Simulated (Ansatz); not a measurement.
**YH2O2, doublet: from triple and quadruple zeta to the limit**

```xyz
5

Y     0.2050   -0.4606   -0.5882
O     1.9263   -0.2029    0.3820
O    -1.1881   -1.7527    0.0121
H     2.6598   -0.2487    0.9946
H    -1.6966   -2.4166    0.4767
```

Connectivity, by distances: OH–Y–OH.

Ansatz 0.2.0, UHF determinant, valence electrons correlated, core potentials past Kr. Energies in eV.

| set | X | functions | Hartree–Fock | MP2 correlation | CCSD(T) correlation | time |
| --- | --- | --- | --- | --- | --- | --- |
| def2-TZVPP | 3 | 146 | -5142.0372 | -14.9307 | -15.4823 | 18 s on 1 × NVIDIA H100 80GB HBM3 with 1 thread of AMD EPYC 7R13 Processor (Zen 3), with other jobs on the host |
| def2-QZVPP | 4 | 255 | -5142.3240 | -16.1106 | -16.6046 | 24 s on 1 × NVIDIA H100 80GB HBM3 with 1 thread of AMD EPYC 7R13 Processor (Zen 3), on a shared host |

Hartree–Fock is taken to follow E(X) = E∞ + A·exp(−7.88·√X), correlation E(X) = E∞ + B·X^−2.97.

Cautions: no spin-orbit coupling; outer-core shells of the metal frozen.

Problem. Work out the CCSD(T) energy at the limit, and how far the shortcut misses it that extrapolates MP2 and adds CCSD(T) minus MP2 from the smaller set.

Solution. Hartree–Fock: E∞ = E4 + 0.1377·(E4 − E3) = -5142.3635. Correlation: E∞ = E4 + 0.7407·(E4 − E3) = -17.4359 for CCSD(T) and -16.9846 for MP2. The limit is -5159.7995 eV, 0.871 eV below def2-QZVPP. The shortcut gives a correlation energy of -16.9846 + (-0.5516) = -17.5362, 100 meV lower than the direct value.

The exponents were fitted on light atoms, and def2 sets of heavy atoms don't grow evenly, so the limit is rough here.
